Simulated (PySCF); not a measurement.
Converging P₂⁺ in the basis (CCSD(T))

PySCF, UHF reference; doublet, unpaired electrons π ↑; De to P⁺ + P without counterpoise correction. Frozen cores follow the default of each basis and core potential.

```json
{"basis": "def2-SVP", "relativity": "no relativity", "functions": "36", "Re (Å)": "2.008", "ωe (cm⁻¹)": "671", "De (eV)": "4.05", "frozen orbitals": "10"}
{"basis": "6-311G(d,p)", "relativity": "no relativity", "functions": "52", "Re (Å)": "1.993", "ωe (cm⁻¹)": "668", "De (eV)": "3.93", "frozen orbitals": "10"}
{"basis": "aug-pcseg-1", "relativity": "no relativity", "functions": "54", "Re (Å)": "2.011", "ωe (cm⁻¹)": "660", "De (eV)": "4.05", "frozen orbitals": "10"}
{"basis": "def2-TZVPPD", "relativity": "no relativity", "functions": "96", "Re (Å)": "1.989", "ωe (cm⁻¹)": "680", "De (eV)": "4.66", "frozen orbitals": "10"}
```

**Question.** How does each smaller set differ from the one with most functions, def2-TZVPPD?

**Answer.** def2-SVP: +1.9 pm, -1.3 % in ωe, -0.61 eV in De; 6-311G(d,p): +0.4 pm, -1.8 % in ωe, -0.73 eV in De; aug-pcseg-1: +2.2 pm, -2.9 % in ωe, -0.61 eV in De. All at CCSD(T); the set with most functions is neither the basis-set limit nor always the best.

Correlated steps freeze 10 core orbitals. Correlated levels converge slowly with the basis: in double zeta they bind strong bonds too weakly, by up to about 1 eV, and carry superposition errors of some tenths. The state was picked by a PBE0 search and need not be the measured ground state.
